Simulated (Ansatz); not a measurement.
**Caesium, bcc: convergence with the k-point mesh**

Computed with Ansatz, r²SCAN, scalar-relativistic PAW, on the relaxed cell (a = 6.270 Å; spin not included). Errors count from a run at 500 eV on a Γ-centred 12×12×12 mesh with Fermi-Dirac smearing of 0.1 eV, extrapolated to zero width. Fixed here: cutoff 500 eV, Fermi-Dirac width 0.1 eV. The SCF starts from atomic densities corrected by a trained network.

```
  k-mesh  E(σ→0) error (meV/atom)  P (GPa)  SCF iterations
   1×1×1                   -896.7     0.16               6
   2×2×2                    214.9    -0.46               6
   4×4×4                     38.4     0.03               6
   5×5×5                     -8.4    -0.01               6
   6×6×6                      7.2     0.01               6
   8×8×8                      2.2     0.00               6
10×10×10                      0.8     0.00               6
```

**Question.** What does the run at 3×3×3 give (k-mesh)?

**Answer.** E(σ→0) error (meV/atom): -76.5; P (GPa): -0.06; SCF iterations: 6.

Within 5 meV/atom of the last row: from 8×8×8 on.
